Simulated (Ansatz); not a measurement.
Frontier orbitals of `CCC(F)(F)F`.

```
atom   x (Å)   y (Å)   z (Å)
  C1  -0.813   0.561   0.865
  C2   0.451   0.426   0.036
  C3   0.457  -0.804  -0.828
  F4   0.366  -1.930  -0.103
  F5   1.586  -0.890  -1.548
  F6  -0.565  -0.815  -1.697
  H7  -1.697   0.627   0.228
  H8  -0.768   1.466   1.473
  H9  -0.938  -0.290   1.535
 H10   0.582   1.280  -0.632
 H11   1.338   0.369   0.671
```

Total charge 0; spin multiplicity 1. All single points use the PBE0-D4/def2-TZVP geometry. Basis def2-TZVPP, the Gaussian-basis code of Ansatz.

Wavefunction ionisation energies are left out: the UHF cation lies over 0.3 eV above the hybrids' and is likely on a second state.

Orbital energies of one run (eV). Highest occupied ones, from the top: -11.86, -11.90, -12.54, -13.64, -13.80, -13.95, -14.49, -14.85, -15.50, -15.64, -17.35, -18.71, -18.77, -20.34. Empty: 1.76, 2.82, 3.21, 3.60, 3.98, 4.83.

**Question.** Which functional gave them?
A. ωB97X-V
B. r2SCANh
C. revPBE
D. BHLYP

**Answer.** D. HOMO energies: BHLYP -11.86, ωB97X-V -12.74, r2SCANh -9.59, revPBE -8.54 eV.
